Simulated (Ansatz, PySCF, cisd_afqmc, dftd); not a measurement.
Reaction: CH4O (methanol, SMILES CO) → CH3O (SMILES [CH2]O, doublet) + H (doublet) (the C-H bond breaks)
Each species at its own B3LYP-D3(BJ)/def2-TZVP minimum (Ansatz, a first-principles code).

Property: bond dissociation energy (enthalpy at 298 K, ideal-gas terms from PySCF's Hessians at B3LYP-D3(BJ)/def2-TZVP), in kcal/mol. Radicals and triplets start from unrestricted determinants; spin-orbit coupling is neglected. Correlated methods leave the cores frozen. Rows without X2C or -DK are non-relativistic. The Monte Carlo rows (phaseless AFQMC, CISD trial, step 0.005/hartree) carry one-sigma bars that omit the constraint's bias. Outlying blocks are dropped, and bars are widened where a walk drifts. Over all cases where full CI ran beside it in this data, AFQMC minus full CI had a median of +0.1 mEh and passed +0.4 mEh in a tenth of the cases. CBS(X,Y): correlation extrapolated as X^-3, Hartree-Fock from the larger set (Q,5: extrapolated as (X+1)exp(-9√X)). A bracket is a step between two methods taken in the basis named. Functionals run without relativity, which enters their misses. 'core' is core correlation in cc-pwCVTZ, 'X2C' scalar relativity in cc-pVTZ-DK, both at CCSD(T). Where a partner has so few electrons that a lower coupled-cluster level is exact, that level stands in.

From measured enthalpies of formation at 298 K: 96.2 kcal/mol (Active Thermochemical Tables 1.112 (ions: stationary electron), as tabulated in the package chemicals). The calculations leave out spin-orbit terms.

```
level                                                                                   program  bond dissociation energy (kcal/mol)  error against that value
--------------------------------------------------------------------------  -------------------  -----------------------------------  ------------------------
HF/cc-pV5Z                                                                               Ansatz                                 72.2                     -24.0
CAM-B3LYP-D3(BJ)/def2-TZVPD                                                      Ansatz + dftd3                                 93.8                      -2.4
MP2/cc-pVDZ                                                                              Ansatz                                 90.1                      -6.1
MP2/CBS(cc-pVTZ,cc-pVQZ)                                                                 Ansatz                                 96.4                       0.2
CCSDT(Q)/cc-pVDZ                                                                         Ansatz                                 91.2                      -5.0
AFQMC/CISD/cc-pVDZ                                                                   cisd_afqmc                           91.2 ± 0.1                      -5.0
AFQMC/CISD/cc-pVTZ                                                                   cisd_afqmc                           94.6 ± 0.3                      -1.6
CCSD(T)/CBS(cc-pVQZ,cc-pV5Z) + [AFQMC/CISD - CCSD(T)]/cc-pVTZ + core + X2C  Ansatz + cisd_afqmc                           95.9 ± 0.3                      -0.3
CCSD(T)/CBS(cc-pVQZ,cc-pV5Z) + [CCSDT(Q) - CCSD(T)]/cc-pVDZ + core + X2C                 Ansatz                                 96.2                       0.0
```
